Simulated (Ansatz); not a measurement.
# Worked example: correlation energy of CHCl₃, singlet

Geometry: MP2(full)/6-31G*, from the G2/97 set.

```yaml
atoms:
  - { symbol: C, position_ang: [0.0000, 0.0000, 0.4675] }
  - { symbol: H, position_ang: [0.0000, 0.0000, 1.5534] }
  - { symbol: Cl, position_ang: [0.0000, 1.6817, -0.0675] }
  - { symbol: Cl, position_ang: [1.4564, -0.8409, -0.0675] }
  - { symbol: Cl, position_ang: [-1.4564, -0.8409, -0.0675] }
```

Basis STO-3G; Ansatz 0.2.0. Only valence electrons are correlated (noble-gas cores frozen), which leaves 26 electrons in 17 orbitals. Prefix R: restricted or restricted open-shell reference.

Full CI is exact within this basis and frozen core; it isn't the basis-set limit.

Runs differ by some tens of microhartree through their thresholds, so steps under 0.03 kcal/mol mean nothing.

| level | total energy (hartree) |
| --- | --- |
| RHF | -1401.694383 |
| RMP2 | -1401.779034 |
| RCCSD | -1401.798658 |
| RCCSD(T) | -1401.800169 |
| RCCSDT | -1401.800524 |
| RCCSDT(Q) | -1401.800650 |
| RCCSDTQ | -1401.800657 |
| full CI | -1401.800662 |

Problem. What is the correlation energy at full CI, and what share of it do RMP2 and RCCSDT recover?

Solution. E(corr) = -1401.800662 − (-1401.694383) = -0.106279 hartree = -2.892 eV. RMP2: -0.084651 / -0.106279 = 79.65 %. RCCSDT: -0.106141 / -0.106279 = 99.87 %.

Problem. By how many kcal/mol does RCCSD(T) miss full CI (1 hartree = 627.509 kcal/mol), and which steps make up the rest?

Solution. -1401.800169 − (-1401.800662) = 0.000493 hartree = 0.31 kcal/mol. Steps: RCCSDT − RCCSD(T) = -0.22, RCCSDT(Q) − RCCSDT = -0.08, RCCSDTQ − RCCSDT(Q) = 0.00, full CI − RCCSDTQ = 0.00 kcal/mol. That is within 1 kcal/mol of the reference in this basis, which itself misses far more of the correlation at the basis-set limit.
